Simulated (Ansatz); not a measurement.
## Interaction energy ladder

The pair of OH⁻ (SMILES [OH-], atoms 1–2) and HCl (SMILES Cl, atoms 3–4), both closed shells, in one local arrangement (a lower one may exist), relaxed at PBE0-D4/def2-TZVPD:

```tsv
atom	x (Å)	y (Å)	z (Å)
O1	-0.1538	-0.3461	-1.5238
H2	0.3488	0.4331	-1.7840
Cl3	-0.1040	-0.0977	0.9987
H4	-0.0911	0.0107	2.3091
```

Computed with Ansatz 0.2.0 (basis: def2-TZVPPD, with def2-QZVPPD for the basis limit); correlated methods freeze the cores. B3LYP uses VWN-RPA correlation. Extrapolation: Hartree–Fock as exp(−7.88 √X), correlation as X^−2.97. Interaction energies count from these two fragments, frozen as in the pair, with the counterpoise correction; negative means bound.

Q: What is the interaction energy by CCSD(T) at an estimated basis limit (MP2 extrapolated from triple and quadruple zeta, plus CCSD(T) − MP2 in triple zeta)? (To be estimated.)

A: By the calculation: -4.69 kcal/mol. Hartree–Fock alone gives -0.32 kcal/mol at the basis limit. It counts from the two fragments frozen as in the pair.

The same quantity by other methods in triple zeta, and each one's difference from that estimate:
| method | E_int (kcal/mol) | difference |
| --- | --- | --- |
| PBE-D4 | -9.31 | -4.62 |
| revPBE-D4 | -8.38 | -3.69 |
| BLYP-D4 | -8.36 | -3.66 |
| r2SCAN-D4 | -8.35 | -3.66 |
| B97M-V | -7.65 | -2.96 |
| PBE0-D4 | -6.97 | -2.27 |
| B3LYP-D4 | -6.78 | -2.09 |
| HSE06-D4 | -7.13 | -2.44 |
| wB97X-V | -4.24 | 0.45 |
| wB97M-V | -4.88 | -0.19 |
| B2PLYP | -4.72 | -0.03 |
| HF | -0.25 | 4.44 |
| MP2 | -3.17 | 1.52 |
| CCSD | -2.80 | 1.89 |
| CCSD(T) | -3.53 | 1.16 |
Differences are method less estimate.

Q: Which atoms make the shortest contact between the fragments?

A: O1 and Cl3, 2.54 Å apart.

Energy to bend the free fragments (PBE0-D4 minima) into their shapes in the pair, CCSD(T)/def2-TZVPPD: OH⁻ 0.00 kcal/mol; HCl 0.55 kcal/mol. This must be added to the interaction energy to get the binding energy from relaxed fragments.

Basis-set superposition shift (counterpoise-corrected less uncorrected): CCSD(T) 0.64; MP2 0.59; HF 0.04; PBE0-D4 0.13; wB97M-V 0.09 kcal/mol.

The T1 diagnostic stays at or below 0.026.

For scale, one of the runs: CCSD(T)/def2-TZVPPD, 125 basis functions, launched by `ansatz run in.yaml --threads 2 --pin off --events-out ev --progress --plain --max-ram 5222MiB`. The run took about 2.4 s on 2 CPU threads of an Intel Xeon 6975P-C (shared host).
